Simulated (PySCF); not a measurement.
## Induced dipoles and field energies

C3H4F2S.
Cartesian coordinates in Å at the PBE0-D3(BJ)/def2-SVP level; atoms count from 1:
```xyz
10
C3H4F2S angstrom
C     -1.4611   -0.3577   -0.4632
C     -0.7938    0.7174   -0.8776
F     -1.4218    1.7917   -1.3483
S      0.9544    0.9683   -0.9114
C      1.4639   -0.1598    0.3902
F      1.4335   -1.4711    0.0174
H     -0.9303   -1.2569   -0.1556
H     -2.5521   -0.3357   -0.4500
H      0.8085   -0.0195    1.2643
H      2.4997    0.1239    0.6356
```

Level: B3LYP/def2-SVPD (PySCF); nuclei fixed, core orbitals frozen in the response. Permanent dipole (0.470, -0.225, 1.646) D (1 au = 2.5417 D). Static polarisability (au):

```
x   71.82  4.21  2.51
y    4.21 59.93 -7.57
z    2.51 -7.57 50.60
```

Only the terms in μ and α are kept: μ(F) = μ + αF and ΔE = −μ·F − ½ F·αF.

**Question.** Apply 0.002 au along ±x, ±y and ±z in turn. Tabulate induced and total dipoles and both energy terms.

**Answer.** 
| field along | induced x (D) | induced y (D) | induced z (D) | total size (D) | −μ·F (kJ/mol) | −½F·αF (kJ/mol) |
| --- | --- | --- | --- | --- | --- | --- |
| +x | 0.365 | 0.021 | 0.013 | 1.868 | -0.971 | -0.377 |
| −x | -0.365 | -0.021 | -0.013 | 1.655 | +0.971 | -0.377 |
| +y | 0.021 | 0.305 | -0.038 | 1.683 | +0.465 | -0.315 |
| −y | -0.021 | -0.305 | 0.038 | 1.822 | -0.465 | -0.315 |
| +z | 0.013 | -0.038 | 0.257 | 1.981 | -3.400 | -0.266 |
| −z | -0.013 | 0.038 | -0.257 | 1.474 | +3.400 | -0.266 |

**Question.** For the field (-0.0010, -0.0014, -0.0016) au, what is the induced dipole, and what angle does it make with the field?

**Answer.** αF = (-0.208, -0.193, -0.185) D, at 13.3° to the field. The polarisability along this direction, F·αF/F², is 55.20 au, against a mean of 60.78 au.

**Question.** Which field along μ doubles the dipole in that direction (linear response)?

**Answer.** The polarisability along the dipole is 55.22 au, so F = 0.6793 au / 55.22 au = 0.0123 au = 0.63 V/Å; higher-order terms are ignored.

**Question.** What field makes μF equal to kT at 100 K?

**Answer.** kT = 0.3167 × 10⁻³ Eh, so F = 0.000466 au = 2.4 MV/cm.

**Question.** Induction energy −ᾱe²/2R⁴ of a unit charge at 15 Å, the molecule taken as a point?

**Answer.** R = 28.35 bohr, so the energy is −60.8/(2 × 28.35⁴) Eh = -0.124 kJ/mol. The charge–dipole term at its most favourable orientation, −μe/R², is -2.22 kJ/mol.

Isolated species at its PBE0-D3(BJ)/def2-SVP geometry (one conformer only).

The run behind these numbers computed excited states and ΔSCF ions as well. On x86-64 server, one thread, no GPU (shared host), this took 30 s wall.
